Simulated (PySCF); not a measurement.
Compound: oxetane, C3H6O.
Atom-mapped SMILES: `[CH2:1]1[CH2:2][O:3][CH2:4]1` (hydrogens: H5, H6 on C1; H7, H8 on C2; H9, H10 on C4)

Computed geometry: GFN2-xTB, gas phase.

Question: What internal coordinates does the optimisation give?

Answer: 
```csv
bond,length (Å)
"C1–C2, C1–C4",1.531
"C2–O3, O3–C4",1.430
"C1–H5, C1–H6",1.086
C2–H7 and 3 like bonds,1.094
```

Bonds in one row agree within 0.01 Å and their mean is given. A selection of angles:
```csv
angle,degrees
C2–C1–C4,84.7
C2–C1–H5,115.1
H5–C1–H6,109.8
C1–C2–O3,91.5
C1–C2–H7,115.7
O3–C2–H7,111.7
H7–C2–H8,109.4
C2–O3–C4,92.3
```

Torsions: C4–C1–C2–O3 0° (synperiplanar); C1–C2–O3–C4 0° (synperiplanar); C2–O3–C4–C1 0° (synperiplanar); C2–C1–C4–O3 0° (synperiplanar).

The 4-membered ring C1–C2–O3–C4 has internal angles of 84.7° to 92.3° (sum 360°, against 360° for a flat polygon); it is planar, 0.00 Å rms from its mean plane, widest ring torsion 0°. The 4 heavy atoms lie in one plane (0.000 Å rms).

Point group: C2v (tolerance 0.08 Å). Not checked by GFN2-xTB frequencies.
